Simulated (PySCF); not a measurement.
H₂Si, charge -1, multiplicity 2. Atoms are numbered in the order given.

```xyz
3

Si     0.0000     0.0000    -0.1349
H      0.0000     1.1158     0.9442
H      0.0000    -1.1158     0.9442
```
Charge -1, spin multiplicity 2.

Geometry optimised at PBE0-D3(BJ)/def2-TZVPD. The multiplicity is an assumed one; other spin states were not compared. The isomer is the one that the SMILES or the coordinates give; other isomers of the formula were not compared.

Level of theory: PBE0-D3(BJ)/def2-TZVPD (PySCF 2.14.0).

Frequencies are harmonic and unscaled.

```
mode  ν (cm⁻¹)  IR (km/mol)  moving atoms (share of kinetic energy)
----  --------  -----------  --------------------------------------
1          947         98.0                                  H 96 %
2         1868        544.2                                  H 96 %
3         1872        553.7                                  H 97 %
```
